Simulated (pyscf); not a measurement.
## 1,1-elimination: `[F][SiH2][SiH3]` → `[SiH4]` + `[F][SiH]` [singlet]

Gas phase, singlet surface, charge 0. Bonds broken: Si1–Si2, Si2–H4. Bonds formed: Si1–H4. Optimised with ωB97X-D3(BJ)/def2-SVP in PySCF. Correlated levels are frozen-core, on RHF or UHF. ΔMP2 is the change of the MP2 total energy from the triple- to the quadruple-zeta basis.

Transition state (Å):

```xyz
8

Si     0.1230    -0.4739    -0.4555
Si    -2.0175     0.2619     0.3337
F     -2.0067     1.6947     1.1348
H     -0.9836     0.7292    -0.9542
H     -0.3846    -1.6260    -1.2466
H      0.8032    -0.8824     0.8072
H      1.1598     0.2724    -1.2358
H     -3.0073     0.4332    -0.7828
```

One imaginary mode, 475i cm⁻¹; descent along it reached the two sides named, in the forms told below.

```csv
bond,change,reactant side (Å),saddle,product side
Si1–Si2,breaks,2.333,2.397,2.9
Si2–H4,breaks,1.490,1.716,2.035
Si1–H4,forms,3.2,1.709,1.518
```

Electronic energies relative to the reactant's lowest minimum found (kJ/mol):

| level | barrier | reaction energy | reverse barrier |
|---|---|---|---|
| ωB97X-D3(BJ)/def2-TZVP | 212.4 | +218.4 | -6.0 |
| PBE/def2-TZVP | 176.6 | +194.5 | -17.9 |
| r²SCAN/def2-TZVP | 190.7 | +213.4 | -22.6 |
| B3LYP-D3(BJ)/def2-TZVP | 198.4 | +188.8 | 9.6 |
| PBE0-D3(BJ)/def2-TZVP | 193.8 | +211.4 | -17.6 |
| M06-2X/def2-TZVP | 199.3 | +190.2 | 9.1 |
| ωB97M-D3(BJ)/def2-TZVP | 196.3 | +178.6 | 17.7 |
| HF/def2-TZVP | 253.0 | +177.9 | 75.1 |
| MP2/def2-QZVPP | 211.2 | +202.0 | 9.2 |
| CCSD/def2-TZVPP | 213.0 | +184.0 | 29.0 |
| CCSD(T)/def2-TZVPP | 205.9 | +186.4 | 19.5 |
| CCSD(T)/def2-TZVPP + ΔMP2(QZVPP) | 205.2 | +190.3 | 14.9 |

With CCSD(T)/def2-TZVPP + ΔMP2(QZVPP) energies and thermal terms (ideal gas, 1 atm, RRHO with modes under 100 cm⁻¹ raised to 100, one conformer, R ln 2 for chiral ones without a mode under 150 cm⁻¹), in kJ/mol:

```tsv
T (K)	ΔH‡	ΔG‡	ΔH	ΔG
298	198.1	200.7	+181.0	+141.2
600	196.0	204.1	+177.7	+102.0
900	194.1	208.5	+173.4	+65.1
1200	192.2	213.6	+168.9	+29.7
```

On the product side the descent ends in a complex, 27.1 kJ/mol under the separated species and 21.1 kJ/mol under the saddle at ωB97X-D3(BJ)/def2-TZVP. At ωB97X-D3(BJ), PBE, r²SCAN, PBE0-D3(BJ) the saddle lies under the separated products, which points to a path from their complex (located at ωB97X-D3(BJ) alone), and parting the products costs more than the saddle. This is the saddle that the search found; another between the same sides may lie lower. The CCSD(T) − MP2 part came from Ansatz, without density fitting, on the same reference.
